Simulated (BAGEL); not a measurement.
# CH4FSi (SMILES C[SiH]F) at UHF/aug-cc-pVDZ (density fitting with qzvpp-jkfit)

What is the vertical electron affinity of CH4FSi at UHF/aug-cc-pVDZ (density fitting with qzvpp-jkfit)? 

The calculation is run with BAGEL 1.2.2.

3 further runs of the same task are left out: 2 that didn't finish, 1 set aside as unsound or not needed. Runs told in other sessions of the task aren't counted.

### Step 1. The molecule

The species is CH4FSi (7 atoms), meant as a doublet with charge 0. SMILES: `C[SiH]F`. The shape is that of a PBE0-D4/def2-TZVP optimisation.

Bond lengths: C1–Si2 1.864 Å, Si2–F3 1.609 Å, C1–H4 1.091 Å, C1–H5 1.093 Å, C1–H6 1.094 Å, Si2–H7 1.494 Å. Angles: C1–Si2–F3 108.7°, C1–Si2–H7 111.7°, F3–Si2–H7 106.7°, Si2–C1–H4 111.5°, Si2–C1–H5 109.9°, Si2–C1–H6 110.0°, H4–C1–H5 108.4°, H4–C1–H6 108.5°, H5–C1–H6 108.5°.

### Step 2. A single-point energy at UHF/aug-cc-pVDZ (density fitting with qzvpp-jkfit)

File job.json:

```json
{ "bagel": [

{
  "title": "molecule",
  "basis": "aug-cc-pvdz.json",
  "df_basis": "qzvpp-jkfit",
  "angstrom": "true",
  "geometry": [
    { "atom": "C", "xyz": [      -0.653500,       0.389500,      -0.298000 ] },
    { "atom": "Si", "xyz": [       0.917400,      -0.594100,      -0.104100 ] },
    { "atom": "F", "xyz": [       0.640700,      -1.812800,       0.909600 ] },
    { "atom": "H", "xyz": [      -1.444900,      -0.207800,      -0.754100 ] },
    { "atom": "H", "xyz": [      -0.470200,       1.260900,      -0.931700 ] },
    { "atom": "H", "xyz": [      -1.000700,       0.738300,       0.679600 ] },
    { "atom": "H", "xyz": [       2.011300,       0.226000,       0.498700 ] }
  ]
},

{
  "title": "uhf",
  "nopen": 1
},

{
  "title": "print",
  "file": "orbitals.molden",
  "orbitals": "true"
}

]}
```

The basis set aug-cc-pVDZ is read from a file made from the Basis Set Exchange's data (not shown).

The run is started by

```
$ BAGEL_NUM_THREADS=1 BAGEL job.json > job.out
```

The log of the run:

```text
* using 1 threads per process

  ===============================================================
  ===============================================================

  *** Geometry ***

  { "atom" : "C", "xyz" : [     -1.234936,      0.736048,     -0.563138 ] },
  { "atom" : "Si", "xyz" : [      1.733635,     -1.122686,     -0.196720 ] },
  { "atom" : "F", "xyz" : [      1.210748,     -3.425696,      1.718895 ] },
  { "atom" : "H", "xyz" : [     -2.730465,     -0.392685,     -1.425042 ] },
  { "atom" : "H", "xyz" : [     -0.888549,      2.382756,     -1.760658 ] },
  { "atom" : "H", "xyz" : [     -1.891049,      1.395185,      1.284258 ] },
  { "atom" : "H", "xyz" : [      3.800806,      0.427078,      0.942406 ] },

  Number of auxiliary basis functions:      352

  Since a DF basis is specified, we compute 2- and 3-index integrals:
    o Being stored without compression. Storage requirement is 0.033 GB

  Number of basis functions:      109
  Number of electrons      :       33

    * METHOD: MOLECULE                             0.11

  *** Open-shell HF ***

  === Nuclear Repulsion ===
   106.8824519710

      * DIIS with orbital gradients will be used.

  === UHF iteration (aug-cc-pvdz.json) ===
      0       -428.28730562          0.03867189           0.06
      1       -428.50773271          0.02448851           0.06
      2       -428.57427381          0.01196628           0.07
      3       -428.60708586          0.00191945           0.07
      4       -428.60813762          0.00074035           0.06
      5       -428.60832851          0.00018224           0.06
      6       -428.60835899          0.00007115           0.06
      7       -428.60836681          0.00002564           0.06
      8       -428.60836836          0.00000933           0.07
      9       -428.60836865          0.00000381           0.07
     10       -428.60836869          0.00000173           0.06
     11       -428.60836870          0.00000084           0.06
     12       -428.60836870          0.00000037           0.06
     13       -428.60836870          0.00000013           0.06
     14       -428.60836870          0.00000006           0.07
     15       -428.60836870          0.00000003           0.07
     16       -428.60836870          0.00000002           0.06
     17       -428.60836870          0.00000001           0.06
    * SCF iteration converged.

    * S^2 (UHF) is 0.7530

    * Permanent dipole moment:
           (    0.207407,    -0.612211,     0.375982) a.u.

    * METHOD: UHF                                  1.27

    * METHOD: PRINT                                0.01

  ===============================================================
```

Wall time 1.6 s (1 thread of Intel Xeon 6975P-C (Granite Rapids), shared host); peak memory 0.11 GiB.

### Step 3. The singlet anion, same level

File input.json:

```json
{ "bagel": [

{
  "title": "molecule",
  "basis": "aug-cc-pvdz.json",
  "df_basis": "qzvpp-jkfit",
  "angstrom": "true",
  "geometry": [
    { "atom": "C", "xyz": [      -0.653500,       0.389500,      -0.298000 ] },
    { "atom": "Si", "xyz": [       0.917400,      -0.594100,      -0.104100 ] },
    { "atom": "F", "xyz": [       0.640700,      -1.812800,       0.909600 ] },
    { "atom": "H", "xyz": [      -1.444900,      -0.207800,      -0.754100 ] },
    { "atom": "H", "xyz": [      -0.470200,       1.260900,      -0.931700 ] },
    { "atom": "H", "xyz": [      -1.000700,       0.738300,       0.679600 ] },
    { "atom": "H", "xyz": [       2.011300,       0.226000,       0.498700 ] }
  ]
},

{ "title": "hf", "charge": -1 },

{ "title": "print", "file": "orbitals.molden", "orbitals": "true" }

]}
```

The basis set aug-cc-pVDZ is read from a file made from the Basis Set Exchange's data (not shown).

The run is started by

```
$ BAGEL_NUM_THREADS=1 BAGEL input.json > input.out
```

The log of the run:

```text
* using 1 threads per process

  ===============================================================
  ===============================================================

  *** Geometry ***

  { "atom" : "C", "xyz" : [     -1.234936,      0.736048,     -0.563138 ] },
  { "atom" : "Si", "xyz" : [      1.733635,     -1.122686,     -0.196720 ] },
  { "atom" : "F", "xyz" : [      1.210748,     -3.425696,      1.718895 ] },
  { "atom" : "H", "xyz" : [     -2.730465,     -0.392685,     -1.425042 ] },
  { "atom" : "H", "xyz" : [     -0.888549,      2.382756,     -1.760658 ] },
  { "atom" : "H", "xyz" : [     -1.891049,      1.395185,      1.284258 ] },
  { "atom" : "H", "xyz" : [      3.800806,      0.427078,      0.942406 ] },

  Number of auxiliary basis functions:      352

  Since a DF basis is specified, we compute 2- and 3-index integrals:
    o Being stored without compression. Storage requirement is 0.033 GB

  Number of basis functions:      109
  Number of electrons      :       33

    * METHOD: MOLECULE                             0.11

  *** RHF ***

  === Nuclear Repulsion ===
   106.8824519710

      * DIIS with orbital gradients will be used.

  === RHF iteration (aug-cc-pvdz.json) ===
      0       -428.25299476          0.02065036           0.03
      1       -428.47483139          0.01361677           0.03
      2       -428.58463255          0.00202376           0.03
      3       -428.58847067          0.00093773           0.03
      4       -428.58944284          0.00027610           0.03
      5       -428.58961490          0.00009376           0.03
      6       -428.58963885          0.00004029           0.03
      7       -428.58964346          0.00001197           0.03
      8       -428.58964381          0.00000576           0.03
      9       -428.58964390          0.00000211           0.03
     10       -428.58964391          0.00000085           0.03
     11       -428.58964391          0.00000044           0.03
     12       -428.58964391          0.00000010           0.03
     13       -428.58964391          0.00000004           0.03
     14       -428.58964391          0.00000001           0.03
     15       -428.58964391          0.00000001           0.03
    * SCF iteration converged.

    * Permanent dipole moment:
           (    1.297624,    -0.742608,    -1.305327) a.u.

    * METHOD: HF                                   0.59

    * METHOD: PRINT                                0.01

  ===============================================================
```

Run time: 0.84 s. Hardware: 1 thread of Intel Xeon 6975P-C (Granite Rapids), shared host; peak memory 0.11 GiB.

### Step 4. What came out

At UHF/aug-cc-pVDZ (density fitting with qzvpp-jkfit):

| quantity | value |
| --- | --- |
| doublet CH4FSi: total energy | -428.60837 Eh |
| doublet CH4FSi: dipole moment | 1.90 D |
| doublet CH4FSi: ⟨S²⟩ | 0.753 |
| singlet anion: total energy | -428.58964 Eh |
| singlet anion: HOMO energy | -0.65 eV |
| singlet anion: LUMO energy | 3.90 eV |
| singlet anion: HOMO–LUMO gap (to an unbound level, set by the basis) | 4.55 eV |
| vertical electron affinity (to the singlet anion) | -0.510 eV |

**Reading.** The anion lies 0.51 eV (49.2 kJ/mol) above the neutral: the electron isn't bound at this level, and such a value depends on the basis. Hartree–Fock misses the correlation that binds many anions.
